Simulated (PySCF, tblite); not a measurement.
Isomers of C4H4OS. Method: GFN2-xTB as coded in tblite; computed harmonic values from a numerical Hessian at the method's own geometry, unscaled. Against measured fundamentals such values can be off by several per cent, at times by over 20. One conformer each.

Electronic energies: PBE0-D3(BJ)/def2-SVP at its own geometries (PySCF, gas phase).

| SMILES | electronic energy, lowest = 0 (kcal/mol) |
| --- | --- |
| O=C1C=CCS1 | 0.0 |
| Oc1ccsc1 | 6.1 |
| Oc1cccs1 | 9.1 |

**Question.** How do GFN2-xTB zero-point energies change the relative energies?

**Answer.** 
```tsv
SMILES	ZPE (kcal/mol)	of it from modes above 1550 cm⁻¹	electronic (kcal/mol)	with ZPE, lowest = 0 (kcal/mol)	lowest mode (cm⁻¹)	rings
O=C1C=CCS1	43.1	22.3	0.0	0.0	141	1
Oc1ccsc1	43.2	20.9	6.1	6.1	259	1
Oc1cccs1	43.0	20.8	9.1	8.9	245	1
```

The zero-point energies span 0.2 kcal/mol, from `Oc1cccs1` to `Oc1ccsc1`. The order is unchanged.

**Question.** And how do the electronic energies of GFN2-xTB itself compare?

**Answer.** `O=C1C=CCS1` 0.0; `Oc1ccsc1` 1.9; `Oc1cccs1` 2.5 kcal/mol, lowest = 0. Against the energies above, taken from the same isomer `O=C1C=CCS1`, the largest difference is 6.6 kcal/mol. The two levels were optimised apart and needn't hold the same conformer.

**Question.** What do entropy and thermal enthalpy add at 298.15 K and 1 bar (rigid rotor, harmonic oscillator, one conformer each)?

**Answer.** 
```json
{"SMILES": "O=C1C=CCS1", "point group": "Cs", "symmetry number": "1", "S (cal/(mol K))": "74.6", "H − H(0) (kcal/mol)": "3.94", "ZPE + H − H(0) − TS (kcal/mol)": "24.8"}
{"SMILES": "Oc1ccsc1", "point group": "Cs", "symmetry number": "1", "S (cal/(mol K))": "73.9", "H − H(0) (kcal/mol)": "3.93", "ZPE + H − H(0) − TS (kcal/mol)": "25.1"}
{"SMILES": "Oc1cccs1", "point group": "Cs", "symmetry number": "1", "S (cal/(mol K))": "74.6", "H − H(0) (kcal/mol)": "4.03", "ZPE + H − H(0) − TS (kcal/mol)": "24.8"}
```
